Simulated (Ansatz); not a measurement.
Geometry optimisation, Ansatz, UKS PBE-D4/def2-SVP.

Input:

```yaml
crystal:
  periodic: [false, false, false]
  atoms:
    - { symbol: B, position_ang: [0.0, 0.0, 0.0] }
    - { symbol: H, position_ang: [0.0, 0.0, 1.44] }
    - { symbol: Cl, position_ang: [1.6108, 0.0, -0.93] }
    - { symbol: H, position_ang: [-1.0305, 0.0, -0.595] }
    - { symbol: Cl, position_ang: [0.0, 0.0, 3.11] }
magnetization:
  spin_polarized: true
  initial_magnetization: 1
basis:
  gaussian: { orbitals: def2-SVP }
hamiltonian:
  xc: pbe
  dispersion: d4
relax:
  f_tol: 0.15
  max_steps: 25
  restrain:
    - { distance: [1, 4], at: 1.37, k: 30.0 }
    - { distance: [0, 1], at: 2.39, k: 30.0 }
```

Command:

```bash
$ ansatz run input.yaml --threads 1 --pin off --max-ram 2048MiB --backend cpu --events-out ev --progress --plain --runs-dir out
```

**Question.** Where does it end, and by what steps?

**Answer.** The run converged. The restraints hold the end off the free minimum. After 6 steps the energy has risen by 0.029 eV (the restraints' own energy left out); H2 moved furthest, 0.60 Å. Joined: H2–Cl5.

```tsv
step	energy less start (eV)	largest force component (eV/Å)	accepted
0	0.0000	2.560	yes
1	0.0137	2.612	yes
2	0.1154	1.550	yes
3	0.1103	1.282	yes
4	0.0417	0.864	yes
5	0.0924	1.369	no
6	0.0285	0.754	yes
```

```xyz
5
Properties=species:S:1:pos:R:3
B 0.077 0.000 -0.343
H 0.000 0.000 2.036
Cl 1.568 0.000 -1.183
H -1.017 0.000 -0.866
Cl -0.048 0.000 3.382
```

The run took 16 s on 1 thread of Arm Neoverse V2, on a shared host, peak memory 0.13 GiB.
